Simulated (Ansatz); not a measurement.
Start from `FC#CF` and change one atom or group to get `CCC#CF`.

Ansatz, PBE0-D4/def2-TZVP geometries, multiplicity 1. 

```
                                                                                  property  `FC#CF`
                                                   HOMO–LUMO gap (ωB97M-V/def2-TZVPP) / eV    13.50
                                                         LUMO energy (PBE/def2-TZVPP) / eV    -0.33
                                            zero-point energy (PBE0-D4/def2-TZVP) / kJ/mol     36.2
                                                       HOMO energy (B3LYP/def2-TZVPP) / eV    -7.98
                                                     LUMO energy (ωB97M-V/def2-TZVPP) / eV     2.98
ideal-gas entropy at 298 K and 1 bar (rigid rotor, harmonic PBE0-D4/def2-TZVP) / J/(mol·K)      248
```

(1) What does the change do to each property? (Estimate.)

## Answers

(1) Ansatz gave: 
| property | `CCC#CF` | shift |
| --- | --- | --- |
| HOMO–LUMO gap (ωB97M-V/def2-TZVPP) / eV | 12.39 | -1.11 |
| LUMO energy (PBE/def2-TZVPP) / eV | 0.26 | 0.59 |
| zero-point energy (PBE0-D4/def2-TZVP) / kJ/mol | 205.1 | 168.9 |
| HOMO energy (B3LYP/def2-TZVPP) / eV | -7.35 | 0.63 |
| LUMO energy (ωB97M-V/def2-TZVPP) / eV | 2.54 | -0.44 |
| ideal-gas entropy at 298 K and 1 bar (rigid rotor, harmonic PBE0-D4/def2-TZVP) / J/(mol·K) | 312 | 64 |

With PBE0 the HOMO rises by 0.64 eV and the LUMO rises by 0.16 eV, so the gap narrows by about 0.48 eV. PBE moves the HOMO by 0.49 eV and ωB97M-V by 0.67 eV. The zero-point energy changes by 168.9 kJ/mol with +17 modes.

B3LYP here is the variant with VWN-RPA as its local correlation; programs differ in this.
